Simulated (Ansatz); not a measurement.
Total energies of the cluster C₃⁻ (the lowest doublet isomer of a short search) from Ansatz at CCSD(T)/def2-TZVPPD, gas phase (1 Eh = 27.2114 eV = 2625.5 kJ/mol). The reference geometry is relaxed at PBE0-D4/def2-TZVPD.

Cartesian coordinates in Å:
```
C 0.000 0.000 0.000
C -0.918 0.832 0.397
C 0.918 -0.832 -0.397
```

| state | geometry | energy (Eh) |
| --- | --- | --- |
| charge -1 doublet | reference | -113.90530 |
| charge 0 singlet | reference | -113.83639 |
| charge -1 quartet | relaxed at PBE0-D4/def2-TZVPD | -113.82939 |

Correlated methods freeze 3 core orbitals. In CCSD on the charge -1 quartet the largest single amplitude is 0.21, so its Hartree–Fock determinant may place the open shell otherwise than the density functionals do.

(1) Work out the vertical ionisation energy to the singlet.

(2) Which of the charge -1 states is lowest, and how far above it are the others?

(1) E(charge 0 singlet) − E(charge -1 doublet) = -113.83639 − (-113.90530) = 0.06891 Eh = 1.88 eV.

(2) The doublet. quartet: -113.82939 − (-113.90530) = 0.07591 Eh = 199.3 kJ/mol.

At CCSD(T)/def2-TZVPPD the charge -1 doublet is spin-contaminated (final ⟨S²⟩ up to 0.87, 0.75 for a pure state). At CCSD(T)/def2-TZVPPD the charge -1 quartet is spin-contaminated (final ⟨S²⟩ up to 4.08, 3.75 for a pure state). At CCSD(T)/def2-TZVPPD T1 of the charge 0 singlet is large (up to 0.024), so the single-reference result is doubtful. At CCSD(T)/def2-TZVPPD T1 of the charge -1 quartet is large (up to 0.068), so the single-reference result is doubtful. At CCSD(T)/def2-TZVPPD the restricted singlet (for correlated methods, its reference) is unstable: a solution with broken spin symmetry lies lower. 

The structure comes from a short search, and lower isomers may exist.
